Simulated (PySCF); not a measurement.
Molecule: `FC1=CC1`, C₃H₃F.

Structure with atom numbers: `[F:1][C:2]1=[CH:3][CH2:4]1` (H(Xn): hydrogen on atom n).

Spin–spin couplings on one PBE0-D3(BJ)/def2-SVP geometry, PySCF 2.14, gas phase, non-relativistic, equivalent pairs averaged; isotopes ¹⁹F, ¹³C, ¹H; functional B3LYP.

Question: How do the couplings (Hz) change with the basis set? Times are CPU seconds on shared hosts with different chips, so compare them loosely. Far from the basis limit: pcJ-0, 6-31G*, def2-TZVP, cc-pVTZ.

Answer: 
| basis set | functions | ¹J(F1,C2) | ¹J(C3,H(C3)) | ¹J(C4,H(C4)) | ¹J(C2,C3) | ¹J(C2,C4) | ²J(F1,C3) | ²J(F1,C4) | core-s |
| --- | --- | --- | --- | --- | --- | --- | --- | --- | --- |
| pcJ-0 | 61 | -555.3 | 224.9 | 151.6 | 54.2 | 9.1 | -24.6 | 14.2 | 3.8 |
| 6-31G* | 62 | -292.0 | 221.8 | 173.1 | 85.7 | 32.0 | -6.2 | 22.9 | 2.9 |
| pcJ-1 | 138 | -497.4 | 245.5 | 174.3 | 89.6 | 21.8 | -27.8 | 15.2 | 6.6 |
| def2-TZVP | 142 | -546.2 | 233.0 | 166.4 | 86.5 | 18.3 | -34.2 | 11.0 | 7.7 |
| cc-pVTZ | 162 | -482.5 | 230.5 | 157.5 | 129.5 | 19.6 | -35.9 | 5.8 | 8.7 |
| aug-cc-pVTZ-J | 244 | -517.0 | 251.6 | 177.4 | 86.0 | 19.1 | -30.0 | 14.3 | 28 |
| pcJ-2 | 276 | -510.5 | 248.6 | 175.4 | 84.9 | 18.9 | -29.8 | 14.5 | 35 |

The Fermi-contact term samples the wavefunction at the nucleus, which is why sets with added tight s functions (names with J) are made for couplings.
